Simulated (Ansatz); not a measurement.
Results of PBEsol-D3(BJ) (Ansatz, a program for electronic structure, PAW) for CaB6-type LaB6.

Numerical settings: plane-wave cutoff 520 eV, 14×14×14 k mesh, Fermi–Dirac smearing 0.05 eV, scalar-relativistic PAW data made under PBE.

Computed at the level's own relaxed cell.

Question: Give the computed volume per atom, bulk modulus B0, lattice constant a and pressure derivative B′ of the bulk modulus.

Answer: 
- volume per atom: 9.85 Å³/atom
- bulk modulus B0: 187 GPa
- lattice constant a: 4.101 Å
- pressure derivative B′ of the bulk modulus: 3.7

The run finds no gap.

Measured, for comparison: equilibrium volume per atom 10.26 Å³/atom, lattice constant a 4.157 Å (296 K, not corrected to a static lattice; as tabulated in Tsubota and Kitagawa (2017), doi:10.1038/s41598-017-15766-y); bulk modulus 164 ± 2 GPa (room temperature, not corrected to a static lattice, isothermal; as tabulated in LaB6 under pressure, Phys. Rev. B 80, 172104 (doi 10.1103/PhysRevB.80.172104)). Computed (rounded) less measured: equilibrium volume per atom -4.0 %, bulk modulus +14 %, lattice constant a -1.3 %. A static lattice is as a rule a little smaller and stiffer than an uncorrected measurement, which narrows the difference in the lattice constant a and would widen misses of the other sign.

Note: the bulk modulus comes from volumes at which shape and atoms were relaxed.

Spin–orbit coupling is not included.
